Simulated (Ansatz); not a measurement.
Correlation energies of naphthalene, C10H8 by basis set

```
atom   x (Å)   y (Å)   z (Å)
  C1  -0.538  -0.127  -2.456
  C2  -1.187   1.025  -1.969
  C3  -1.083   1.369  -0.650
  C4  -0.327   0.581   0.246
  C5  -0.201   0.910   1.613
  C6   0.538   0.127   2.456
  C7   1.187  -1.025   1.969
  C8   1.083  -1.369   0.650
  C9   0.327  -0.581  -0.246
 C10   0.201  -0.910  -1.613
 H11  -0.627  -0.390  -3.504
 H12  -1.770   1.638  -2.647
 H13  -1.582   2.255  -0.272
 H14  -0.702   1.797   1.984
 H15   0.627   0.390   3.504
 H16   1.770  -1.638   2.647
 H17   1.582  -2.255   0.272
 H18   0.702  -1.797  -1.984
```

Total charge 0; spin multiplicity 1. The geometry is a stationary point of PBE0-D4/def2-TZVP. Frozen core, restricted reference, Ansatz. CBS rows extrapolate triple and quadruple zeta; past MP2 they add the triple-zeta difference.

| basis | HF (Eh) | MP2 corr. | CCSD corr. | (T) | CCSD(T) total |
| --- | --- | --- | --- | --- | --- |
| def2-SVP | -383.07396 | ? | -1.34068 | ? | ? |
| def2-TZVPP | ? | ? | -1.58867 | -0.08903 | ? |
| def2-QZVPP | -383.50339 | -1.66171 | – | – | – |
| CBS(def2) | -383.50553 | -1.73464 | -1.76005 | as TZ | -385.35461 |

(1) Fill in the withheld values. (An estimate is asked.)

Results:

(1) Computed: def2-SVP MP2 corr.: -1.28969; def2-SVP (T): -0.06266; def2-SVP CCSD(T) total: -384.47730; def2-TZVPP HF (Eh): -383.48782; def2-TZVPP MP2 corr.: -1.56325; def2-TZVPP CCSD(T) total: -385.16552.
